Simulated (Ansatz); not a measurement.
Reaction (SMILES): C(#C)C → C1=CC1
B3LYP-D3(BJ)/def2-TZVP geometries, fixed; electronic energies without zero-point terms.
Largest species:
```xyz
7

C     -0.0011    -0.0004     0.2181
C     -0.0068    -0.0029     1.4176
C      0.0060     0.0025    -1.2360
H     -0.0119    -0.0051     2.4795
H      0.0152     1.0232    -1.6237
H      0.8874    -0.5130    -1.6226
H     -0.8790    -0.5002    -1.6311
```

Basis-set convergence of the isomerisation energy at wB97M-V with Ansatz (a program for electronic structure). Cartesian d functions, on some or all atoms, in 6-31G*, 6-31+G*; all else is spherical. The program fits the integrals of some runs and decomposes those of others, by size. The functional holds VV10 correlation; no added dispersion term, no relativity. Functions are those of the species that has most. Reference: the value in def2-QZVPPD, 21.67 kcal/mol, itself unsure by roughly 0.03 kcal/mol (its mean distance from pcseg-3, def2-QZVPP, cc-pVQZ). Deviations are taken from unrounded values.

```json
[
 {"basis": "6-31G*", "functions": "53", "isomerisation energy (kcal/mol)": "19.40"},
 {"basis": "6-31+G*", "functions": "65", "isomerisation energy (kcal/mol)": "20.66"},
 {"basis": "cc-pVDZ", "functions": "62", "isomerisation energy (kcal/mol)": "19.87"},
 {"basis": "aug-cc-pVDZ", "functions": "105", "isomerisation energy (kcal/mol)": "20.13"},
 {"basis": "def2-SVP", "functions": "62", "isomerisation energy (kcal/mol)": "19.01"},
 {"basis": "def2-SVPD", "functions": "92", "isomerisation energy (kcal/mol)": "19.05"},
 {"basis": "pcseg-1", "functions": "62", "isomerisation energy (kcal/mol)": "21.04"},
 {"basis": "aug-pcseg-1", "functions": "105", "isomerisation energy (kcal/mol)": "20.74"},
 {"basis": "6-311G**", "functions": "78", "isomerisation energy (kcal/mol)": "21.61"},
 {"basis": "6-311+G**", "functions": "90", "isomerisation energy (kcal/mol)": "21.99"},
 {"basis": "def2-TZVP", "functions": "117", "isomerisation energy (kcal/mol)": "21.57"},
 {"basis": "def2-TZVPD", "functions": "147", "isomerisation energy (kcal/mol)": "21.57"},
 {"basis": "cc-pVTZ", "functions": "146", "isomerisation energy (kcal/mol)": "21.51"},
 {"basis": "aug-cc-pVTZ", "functions": "230", "isomerisation energy (kcal/mol)": "21.74"},
 {"basis": "pcseg-2", "functions": "146", "isomerisation energy (kcal/mol)": "21.77"},
 {"basis": "aug-pcseg-2", "functions": "230", "isomerisation energy (kcal/mol)": "21.77"},
 {"basis": "def2-TZVPP", "functions": "149", "isomerisation energy (kcal/mol)": "21.63"},
 {"basis": "def2-TZVPPD", "functions": "179", "isomerisation energy (kcal/mol)": "21.64"},
 {"basis": "def2-QZVPP", "functions": "291", "isomerisation energy (kcal/mol)": "21.66"},
 {"basis": "def2-QZVPPD", "functions": "321", "isomerisation energy (kcal/mol)": "21.67"}
]
```

What the diffuse functions change, pair by pair:
- 6-31G* to 6-31+G*: 12 more functions, deviation -2.27 to -1.01 kcal/mol
- cc-pVDZ to aug-cc-pVDZ: 43 more functions, deviation -1.80 to -1.54 kcal/mol
- def2-SVP to def2-SVPD: 30 more functions, deviation -2.66 to -2.62 kcal/mol
- pcseg-1 to aug-pcseg-1: 43 more functions, deviation -0.62 to -0.93 kcal/mol
- 6-311G** to 6-311+G**: 12 more functions, deviation -0.06 to 0.32 kcal/mol
- def2-TZVP to def2-TZVPD: 30 more functions, deviation -0.10 to -0.10 kcal/mol
- cc-pVTZ to aug-cc-pVTZ: 84 more functions, deviation -0.16 to 0.08 kcal/mol
- pcseg-2 to aug-pcseg-2: 84 more functions, deviation 0.10 to 0.10 kcal/mol
- def2-TZVPP to def2-TZVPPD: 30 more functions, deviation -0.04 to -0.03 kcal/mol
- def2-QZVPP to def2-QZVPPD: 30 more functions, deviation -0.01 to 0.00 kcal/mol

Leaving out the reference's own pair, they bring the value nearer the reference by more than 0.03 kcal/mol in 4 of 9 pairs.
